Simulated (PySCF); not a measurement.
**H₂S: from structure and modes to constants**

These are results of PBE0/[S def2-TZVP, H def2-TZVP], no relativity, density fitting, PySCF, not measurements.

The singlet minimum has C2v symmetry. Masses (u): S 31.97207, H 1.00782.

```xyz
3
charge 0 multiplicity 1, angstrom
S     0.0461    0.0304    0.0000
H    -0.7292   -0.4814    0.9674
H    -0.7292   -0.4814   -0.9674
```

Harmonic wavenumbers (cm⁻¹): 1209.3 (a1, ×1), 2725.1 (a1, ×1), 2740.6 (b2, ×1).

(1) Find the vibrational entropy and heat capacity at 298.15 K.

(2) Give the standard entropy (298.15 K, 1 bar) by its translational, rotational, vibrational and spin parts, and Cp.

Results:

(1) With u = 1.43878 ω/T, each mode gives S = R[u/(eᵘ−1) − ln(1−e⁻ᵘ)] and C = R u² eᵘ/(eᵘ−1)².
| ω (cm⁻¹) | u | S (J/(mol K)) | C (J/(mol K)) |
| --- | --- | --- | --- |
| 1209.3 | 5.836 | 0.17 | 0.83 |
| 2725.1 | 13.150 | 0.00 | 0.00 |
| 2740.6 | 13.225 | 0.00 | 0.00 |
The sums over all modes are S = 0.2 and C = 0.8 J/(mol K); the softest mode gives 100 % of the entropy.

(2) Sackur–Tetrode with M = 33.99 u gives 152.8; rotation with symmetry number 2 gives 52.7; vibration 0.2; spin R ln 1 = 0.0. The total is 205.7 J/(mol K), and Cp = 4 R + 0.8 = 34.1 J/(mol K).
